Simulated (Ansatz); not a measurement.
# SiH2 (singlet): the correlation ladder at distance Si1–H2 = 2.789 Å, cc-pVDZ

Aim: climb from Hartree-Fock through coupled cluster and multireference methods for SiH2 (singlet) at one geometry and basis, and see what each rung misses.

Program: Ansatz 0.2.0, Gaussian basis. Level of theory: cc-pVDZ, core rule «outside noble gas», up to 5 orbitals frozen. These are calculated values, not measurements.

Plan: UHF; CCSD(T) on RHF; CCSD(T) on UHF; BCCD(T) on RHF; CISD; CCSDT(Q) on RHF; CCSDT(Q) on UHF; CCSDTQ on RHF; CASSCF and MRCISD+Q, 2 electrons in 2 orbitals; CASSCF and NEVPT2, 2 electrons in 2 orbitals; CASSCF and MRCISD+Q, 6 electrons in 6 orbitals; CASSCF and NEVPT2, 6 electrons in 6 orbitals; Full CI.

15 further runs of the same task are left out: 2 for a mislabelled method, 8 that didn't finish, 5 set aside as unsound or not needed.

### 1 What is computed

The geometry derives from a PBE0/def2-TZVP stationary point (not a proven minimum). One bond is set to the value named and the two fragments are kept rigid.

3 atoms, charge 0, spin multiplicity 1.

Atoms are counted from 1 here; the program's logs count them from 0.

Bond lengths: Si1–H3 1.526 Å.

### 2 UHF

Contents of in.yaml:

```yaml
crystal:
  periodic: [false, false, false]
  atoms:
    - {symbol: Si, position_ang: [0.000000, -0.101076, 0.030229]}
    - {symbol: H, position_ang: [0.000000, 1.850178, -1.962540]}
    - {symbol: H, position_ang: [0.000000, 0.966228, 1.120241]}
basis:
  gaussian: {orbitals: cc-pVDZ}
magnetization: {spin_polarized: true, initial_magnetization: 0}
hamiltonian: {xc: hf}
output: {orbitals: {seedname: orbitals}}
```

The run is started by

```bash
> ansatz run in.yaml --threads 1 --pin off --events-out ev --progress --plain --max-ram 2393MiB
```

The runs that follow: CCSD(T) on RHF; CCSD(T) on UHF; BCCD(T) on RHF; CISD; CCSDT(Q) on RHF; CCSDT(Q) on UHF; CCSDTQ on RHF; CASSCF and MRCISD+Q, 2 electrons in 2 orbitals; CASSCF and NEVPT2, 2 electrons in 2 orbitals; CASSCF and MRCISD+Q, 6 electrons in 6 orbitals; CASSCF and NEVPT2, 6 electrons in 6 orbitals; Full CI.

Before running them: what should the planned runs give, taken together? Wanted: FCI below the RHF energy; RMP2 from FCI; UMP2 from FCI; RCCSD from FCI; RCCSD(T) from FCI; UCCSD(T) from FCI; RCCSDT(Q) from FCI; UCCSDT(Q) from FCI; NEVPT2 pair from FCI.

**Answer**, as computed:

```
                         quantity                                                                               value
         FCI below the RHF energy                                                                          -4.0786 eV
                    RMP2 from FCI                                                                         +1435.1 meV
                    UMP2 from FCI                                                                         +1158.3 meV
                   RCCSD from FCI                                                                          +200.1 meV
                RCCSD(T) from FCI                                                                           +27.8 meV
                UCCSD(T) from FCI                                                                          +125.3 meV
               RCCSDT(Q) from FCI                                                                            -0.4 meV
               UCCSDT(Q) from FCI                                                                            -1.0 meV
             NEVPT2 pair from FCI                                                                          +715.6 meV
          NEVPT2 valence from FCI                                                                          +530.5 meV
        MRCISD+Q valence from FCI                                                                            +8.4 meV
levels within 1 kcal/mol (43 meV)  RCCSD(T), BCCD(T), RCCSDT, UCCSDT, RCCSDT(Q), UCCSDT(Q), RCCSDTQ, MRCISD+Q valence
                    T1 diagnostic                                                                               0.055
   effectively unpaired electrons                                                                                0.64
```

**Reading.** RCCSD(T) lands +27.8 meV from the yardstick (0.7 % of the correlation energy). CCSD(T) misses by +27.8 meV on the restricted determinant and by +125.3 meV on the unrestricted one; the two need not hold the same state or core. The occupations show some static correlation. Of the multireference levels listed MRCISD+Q valence comes nearest in total energy (+8.4 meV), which doesn't show that its space is the better one. These misses are within one basis, not against nature.
